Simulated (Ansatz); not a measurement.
`N#C/C=C/F`. The species carries charge 0 and has multiplicity 1.

```xyz
7

N    -2.242   -0.688   -0.977
C    -1.143   -0.499   -0.690
C     0.216   -0.281   -0.354
C     0.543    0.501    0.668
F     1.806    0.712    0.991
H     0.981   -0.765   -0.949
H    -0.160    1.020    1.310
```

Question: List the harmonic frequencies (cm⁻¹, unscaled) at PBE0-D4/def2-TZVP in Ansatz. (An estimate is asked.)

Answer: Computed: 181, 204, 454, 535, 562, 855, 956, 1051, 1214, 1271, 1340, 1730, 2368, 3212, 3223.

Question: Is this a minimum?

Answer: Yes, all 15 modes are real.

Question: Give the ideal-gas thermochemistry at 298.15 K and 1 bar (rigid rotor, harmonic oscillator; point group Cs, symmetry number 1).

Answer: Zero-point energy 114.6 kJ/mol; H(298) − E = 129.7 kJ/mol; entropy 293.4 J/(mol·K), of which translation 162.0, rotation 103.1, vibration 28.3; G(298) − E = 42.2 kJ/mol.

Question: And at 400, 500, 600, 800 and 1000 K?

Answer: 
```csv
T (K),H − E (kJ/mol),S (J/mol/K),G − E (kJ/mol)
400,137.6,316.3,11.1
500,146.6,336.3,-21.5
600,156.6,354.4,-56.1
800,178.7,386.2,-130.2
1000,203.0,413.3,-210.2
```

Question: Rotational constants (cm⁻¹)?

Answer: 1.631, 0.07845, 0.07485.
